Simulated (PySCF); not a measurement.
## Deuteron quadrupole couplings in C3H6

Compound: C₃H₆.
Z-matrix (Å and degrees, PBE0-D3(BJ)/def2-SVP geometry), rows numbered from 1:
```
C 
C   1  1.3336
C   2  1.4926  1  125.45
H   1  1.0953  2  121.35  3    -0.04
H   1  1.0932  2  121.59  3   179.99
H   2  1.0979  1  118.46  3  -179.97
H   3  1.1030  2  111.09  1  -120.60
H   3  1.1001  2  111.72  1     0.28
H   3  1.1030  2  111.11  1   121.19
```

The species is `C=CC` (C3H6).

Level: B3LYP/pcJ-1 (PySCF, non-relativistic); Q(2H) = 0.00286 b; rigid geometry, the same for H and D, with no vibrational averaging.

What are Vzz, η and χzz (234.96 MHz × Q × Vzz) at all hydrogens?

```json
{"atom": "H4", "bonded to": "C1", "bond length (Å)": "1.095", "Vzz (au)": "0.2939", "η": "0.07", "χzz (kHz)": "198"}
{"atom": "H5", "bonded to": "C1", "bond length (Å)": "1.093", "Vzz (au)": "0.2977", "η": "0.07", "χzz (kHz)": "200"}
{"atom": "H6", "bonded to": "C2", "bond length (Å)": "1.098", "Vzz (au)": "0.2860", "η": "0.07", "χzz (kHz)": "192"}
{"atom": "H7", "bonded to": "C3", "bond length (Å)": "1.103", "Vzz (au)": "0.2786", "η": "0.03", "χzz (kHz)": "187"}
{"atom": "H8", "bonded to": "C3", "bond length (Å)": "1.100", "Vzz (au)": "0.2819", "η": "0.04", "χzz (kHz)": "189"}
{"atom": "H9", "bonded to": "C3", "bond length (Å)": "1.103", "Vzz (au)": "0.2787", "η": "0.03", "χzz (kHz)": "187"}
```

How does χzz go with the bond length over the 6 C–H bonds?

A straight-line fit has a slope of -13.2 kHz for each 0.01 Å, with a correlation coefficient of -0.99, over lengths from 1.093 to 1.103 Å. The longer bonds have the smaller couplings here.

Isolated species at its PBE0-D3(BJ)/def2-SVP geometry, gas phase. The basis is small and wasn't made for field gradients, so the couplings can be 20 % off.
